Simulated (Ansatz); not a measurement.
Basis-set extrapolation for C2H4O2S (`O=COCS`) (PBE0-D4/def2-TZVP geometry, frozen core, the Gaussian-basis code of Ansatz). Multiplicity 1, RHF reference.

```csv
,def2-TZVPP,def2-QZVPP
HF,-625.425340,-625.447118
MP2 correlation,-0.965217,-1.039608
CCSD(T) correlation,-1.038195,not run
```

Energies in hartree. Use E(X) = E(∞) + A·exp(−7.88·√X) for Hartree–Fock and E(X) = E(∞) + B·X^(−2.97) for correlation, with X = 3 and 4, and add CCSD(T) minus MP2 of the smaller set to the MP2 limit.

What is the CCSD(T) energy at the basis-set limit?

HF limit: -625.447118 + (-0.021778) × 0.13774 = -625.45012. MP2 limit: -1.039608 + (-0.074391) × 0.74074 = -1.09471. Higher-order term: -1.038195 − (-0.965217) = -0.07298. Total: -626.61781 hartree, 405.0 kJ/mol below CCSD(T)/def2-TZVPP.
